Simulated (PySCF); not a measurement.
Compound: C4H6N (doublet state).
Z-matrix (Å and degrees, GFN2-xTB geometry), rows numbered from 1:
```
C 
N   1  1.3008
C   2  1.2716  1  131.16
C   3  1.4692  2  150.56  1   -28.03
C   3  1.4538  2  145.78  1   168.06
H   1  1.0837  2  123.62  3   -19.35
H   1  1.0752  2  117.09  3   166.01
H   4  1.0830  3  118.65  5  -107.33
H   4  1.0820  3  119.39  5   107.12
H   5  1.0824  3  119.11  4   107.77
H   5  1.0828  3  118.94  4  -107.27
```

The hyperfine couplings belong to this conformer and change with its torsions.

As a line formula: `[C]1(N=C)CC1` [radical].

The calculation used UKS B3LYP, pcH-1 on C H N, non-relativistic, mean-field spin-orbit, GIAO in PySCF 2.14.0. Geometry: GFN2-xTB, one conformer, isolated molecule. Couplings are sensitive to structure, and on GFN2-xTB geometries they can be far from those on DFT ones. The frame is twisted about the N2–C3 bond at this geometry (dihedral C1–N2–C3–C4 = -28°); couplings at other torsion angles weren't computed. Stability of the SCF solution: not tested.

(1) The isotropic 1H couplings, averaged over equivalent nuclei, are +48.4, +44.7, -35.8, -31.8 MHz. Assign them to H6; H7; H8/H9; H10/H11.

Results:

(1) 
| site | a_iso (MHz) | ρ(0) (bohr⁻³) | position | distance from C1 (Å) | bound to | spin population there | largest \|T\| (MHz) |
| --- | --- | --- | --- | --- | --- | --- | --- |
| H6 | -31.8 | -0.0071 | 1 bond from C1 | 1.08 | C1 | +0.62 | 23.1 |
| H7 | -35.8 | -0.0080 | 1 bond from C1 | 1.08 | C1 | +0.62 | 26.0 |
| H8/H9 | +44.7 | +0.0100 | 2 bonds from C3 | 3.88 | C4 | -0.02 | 4.9 |
| H10/H11 | +48.4 | +0.0108 | 2 bonds from C3 | 4.38 | C5 | -0.03 | 5.2 |

ρ(0) is the spin density at the nucleus and T the dipolar tensor; entries for several nuclei are means. The Mulliken spin populations are largest on C1 (+0.62), C3 (+0.48) and N2 (-0.08). The positive populations add up to 1.18 and the negative ones to -0.18, together 2S = 1. The angles at C1 add up to 359.8°, so it is planar; its axial dipolar tensor and the negative couplings of its protons fit spin in a p orbital normal to that plane. Main spin sites, with 60 % or more of the largest population: C1, C3; positions count bonds from the nearest.

Examples of negative spin density at the nucleus (bohr⁻³): C5 (-0.0121), C4 (-0.0105) and H7 (-0.0080).

Class means assume fast exchange of nuclei equivalent by connectivity; if that motion is slow, each nucleus keeps its own coupling. C4 and C5, with what hangs on them, aren't averaged: C3 is flat or nearly so (angle sum 359°), and its turn about the short C3–N2 bond (1.27 Å) is taken as slow. The 1H value of +44.7 MHz is a mean of couplings from 29.5 to 60.0 MHz in this one geometry, not an average over conformers. The 1H value of +48.4 MHz is a mean of couplings from 37.5 to 59.4 MHz in this one geometry, not an average over conformers.

C3, the radical centre as drawn in `C=N[C]1CC1`, holds a spin population of +0.48 out of 1.

On one thread, Arm Neoverse V2 (aarch64), shared host with 192 logical CPUs at a one-minute load of 127, this took 22 s wall (grids of density and orbitals included) and 0.64 GiB of memory at its peak.
